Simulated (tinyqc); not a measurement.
Hueckel theory of the pi electrons, for the molecule N=c1cc1 (SMILES; centres numbered as the heavy atoms are written), step by step. One step of it, computed by the program tinyqc.

Problem. Energy, charges, bond orders. E = sum n x; q_r = z_r - P_rr; bond order p = P_rs; free valence = sqrt(3) - sum of p over the bonds of the atom.

x values: 2.220276  0.654992  -1.000000  -1.375268

occupations: 2.000000  2.000000  0.000000  0.000000

charge and bond-order matrix P, lower triangle:
```
           1N        2C        3C        4C
1N   1.652973
2C   0.650768  0.779635
3C  -0.273977  0.513780  0.783696
4C  -0.273977  0.513780  0.783696  0.783696
```

Centres:
```
centre  z_r, pi electrons of the neutral centre         h
1N                                            1  0.500000
2C                                            1  0.000000
3C                                            1  0.000000
4C                                            1  0.000000
```

Bonds:
```
i  j         k
1  2  1.000000
2  3         1
3  4         1
4  2         1
```

Give: pi energy = 4 alpha + this times beta; pi charges; Bond orders and lengths from R = 1.517 - 0.180 p; free valence of the carbons; gap between the highest filled and the next level.

Solution.

pi energy = 4 alpha + this times beta = 5.7505

pi charges: 1N -0.6530, 2C 0.2204, 3C 0.2163, 4C 0.2163

Bond orders and lengths from R = 1.517 - 0.180 p (angstrom, C-C alone):
```
bond       p       R
1-2   0.6508       -
2-3   0.5138  1.4245
3-4   0.7837  1.3759
4-2   0.5138  1.4245
```

free valence of the carbons: 2C 0.0537, 3C 0.4346, 4C 0.4346

gap between the highest filled and the next level = 1.6550 |beta|
